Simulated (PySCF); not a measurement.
C4H9NO.
Bonds: C1–C2, C2–C3, C3–N4, N4–C5, C5–O6 (double). Hydrogens: H7, H8, H9 on C1; H10, H11 on C2; H12, H13 on C3; H14 on N4; H15 on C5.

Torsions of this conformer, `[CH3:1][CH2:2][CH2:3][NH:4][CH:5]=[O:6]`: C1–C2–C3–N4 -62°, C2–C3–N4–C5 -79°, C3–N4–C5–O6 -1°.

The closed-shell ground state was solved at several levels (PySCF, density fitting, gas phase, non-relativistic). Isolated species at its PBE0-D3(BJ)/def2-SVP geometry (one conformer only).

```tsv
level	basis functions	HOMO (eV)	LUMO (eV)	gap (eV)	dipole (D)
PBE0/def2-SVPD	195	-7.49	0.35	7.84	3.84
B3LYP/pcJ-1	252	-7.10	0.46	7.56	3.76
PBE0/pcSseg-2	342	-7.44	0.24	7.68	3.79
```

Problem. What might PBE0/pcSseg-1 (147 basis functions) give for the same quantities?

Solution. HOMO -7.37 eV, LUMO 0.74 eV, gap 8.11 eV, dipole 3.77 D.

Problem. Over all these levels, which gives the widest orbital gap and which the narrowest?

Solution. PBE0/pcSseg-1 (global hybrid, 25 % exact exchange) has the widest, 8.11 eV, and B3LYP/pcJ-1 (global hybrid, 20 % exact exchange) the narrowest, 7.56 eV. Functional and basis both differ between the two, so the spread mixes both effects.

Problem. How much does the basis alone move the frontier levels among the 3 PBE0 rows (the withheld one included)?

Solution. The HOMO by 0.12 eV and the LUMO by 0.50 eV. By rising basis size (HOMO, LUMO in eV): pcSseg-1 -7.37, 0.74; def2-SVPD -7.49, 0.35; pcSseg-2 -7.44, 0.24.

Problem. How far do the dipole and the HOMO energy spread over the levels?

Solution. The dipole runs from 3.76 to 3.84 D (mean 3.79 D) and the HOMO from -7.49 to -7.10 eV.
